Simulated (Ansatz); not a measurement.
# C₇H₈: up Jacob's ladder to CCSD(T)

An exercise on one series of results from a longer session: the logs are not shown, and one member is left open.

Computed with Ansatz 0.2.0, Gaussian basis. Level: functionals in def2-TZVPP, the program's frozen cores in correlated methods.

The runs, in order: LDA (SPW92), PBE-D4, revPBE-D4, BLYP-D4, r2SCAN-D4, B97M-V, PBE0-D4, B3LYP-D4, r2SCANh-D4, r2SCAN0-D4, HSE06-D4, BHLYP-D4, CAM-B3LYP-D4, LC-ωPBE, ωB97X-V, ωB97M-V, B2PLYP, PBE-QIDH; CCSD(T)/def2-SVP; CCSD(T)/def2-TZVPP; MP2/def2-QZVPP; extrapolation to the limit; RPA on PBE.

### The relaxed structure

An earlier PBE0-D4 in a triple-zeta def2 set relaxation fixed the geometry.

SMILES `CC=C1C=CC=C1`, 15 atoms, charge 0, spin multiplicity 1.

Atoms are counted from 1 here; the program's logs count them from 0.

Bond lengths: C1–C2 1.482 Å, C1–H8 1.095 Å, C1–H9 1.089 Å, C1–H10 1.095 Å, C2–C3 1.342 Å, C2–H11 1.088 Å, C3–C4 1.461 Å, C3–C7 1.462 Å, C4–C5 1.349 Å, C4–H12 1.080 Å, C5–C6 1.461 Å, C5–H13 1.082 Å, C6–C7 1.348 Å, C6–H14 1.082 Å, C7–H15 1.081 Å. Angles: C2–C1–H8 110.4°, C2–C1–H9 112.5°, C2–C1–H10 110.4°, H8–C1–H9 108.5°, H8–C1–H10 106.2°, H9–C1–H10 108.5°, C1–C2–C3 126.5°, C1–C2–H11 116.2°, C3–C2–H11 117.3°, C2–C3–C4 128.6°, C2–C3–C7 125.1°, C4–C3–C7 106.3°, C3–C4–C5 107.7°, C3–C4–H12 125.6°, C5–C4–H12 126.7°, C4–C5–C6 109.2°, C4–C5–H13 126.1°, C6–C5–H13 124.6° and more.

The first run:

File in.yaml:

```yaml
crystal:
  periodic: [false, false, false]
  atoms:
    - {symbol: C, position_ang: [0.463619, -1.700211, 1.666020]}
    - {symbol: C, position_ang: [-0.118528, -1.347530, 0.349321]}
    - {symbol: C, position_ang: [-0.136534, -0.130441, -0.216399]}
    - {symbol: C, position_ang: [0.397814, 1.125430, 0.305216]}
    - {symbol: C, position_ang: [0.149955, 2.087506, -0.608047]}
    - {symbol: C, position_ang: [-0.548621, 1.499930, -1.748755]}
    - {symbol: C, position_ang: [-0.720736, 0.182698, -1.520006]}
    - {symbol: H, position_ang: [-0.302390, -2.131198, 2.319423]}
    - {symbol: H, position_ang: [0.905088, -0.841665, 2.170275]}
    - {symbol: H, position_ang: [1.234609, -2.469257, 1.549569]}
    - {symbol: H, position_ang: [-0.575237, -2.163642, -0.207561]}
    - {symbol: H, position_ang: [0.899475, 1.249949, 1.253190]}
    - {symbol: H, position_ang: [0.419565, 3.131908, -0.523306]}
    - {symbol: H, position_ang: [-0.867691, 2.047640, -2.625154]}
    - {symbol: H, position_ang: [-1.200390, -0.541107, -2.163787]}
basis:
  gaussian: {orbitals: def2-TZVPP}
hamiltonian: {xc: lda}
output: {orbitals: {seedname: orbitals}}
```

Run with:

```
$ ansatz run in.yaml --threads 2 --pin off --events-out ev --progress --plain --max-ram 32768MiB --backend cuda --devices 0, --max-vram 18GiB
```

Steps of the session up to this table: LDA; PBE-D4 (GGA); revPBE-D4 (GGA); BLYP-D4 (GGA); r2SCAN-D4 (meta-GGA); B97M-V (meta-GGA); B3LYP-D4 (hybrid); r2SCANh-D4 (hybrid); r2SCAN0-D4 (hybrid); HSE06-D4 (hybrid); BHLYP-D4 (hybrid); CAM-B3LYP-D4 (range-separated); LC-ωPBE (range-separated); ωB97X-V (range-separated); ωB97M-V (range-separated); B2PLYP (double hybrid); PBE-QIDH (double hybrid).

One table of the session follows, with a row left open; its other results are not shown here.

It belongs to the step «Frontier levels by functional». 

| functional | HOMO (eV) | LUMO (eV) | gap (eV) |
| --- | --- | --- | --- |
| LDA (SPW92) | -5.37 | -2.76 | 2.61 |
| PBE-D4 | -5.17 | -2.53 | 2.64 |
| revPBE-D4 | -5.10 | -2.45 | 2.65 |
| BLYP-D4 | -4.99 | -2.36 | 2.63 |
| r2SCAN-D4 | -5.31 | -2.42 | 2.88 |
| B97M-V | ? | ? | ? |
| PBE0-D4 | -6.18 | -1.67 | 4.51 |
| B3LYP-D4 | -5.97 | -1.84 | 4.13 |
| r2SCANh-D4 | -5.70 | -2.10 | 3.59 |
| r2SCAN0-D4 | -6.28 | -1.62 | 4.66 |
| HSE06-D4 | -5.78 | -2.04 | 3.74 |
| BHLYP-D4 | -7.02 | -0.63 | 6.39 |
| CAM-B3LYP-D4 | -7.47 | -0.58 | 6.88 |
| LC-ωPBE | -8.84 | 0.43 | 9.27 |
| ωB97X-V | -8.46 | 0.41 | 8.86 |
| ωB97M-V | -8.38 | 0.34 | 8.72 |

Estimate the missing values for B97M-V.

The run gave: HOMO (eV): -5.28; LUMO (eV): -2.32; gap (eV): 2.96. In the column «HOMO (eV)» it lies between r2SCAN-D4 (-5.31) and PBE-D4 (-5.17).
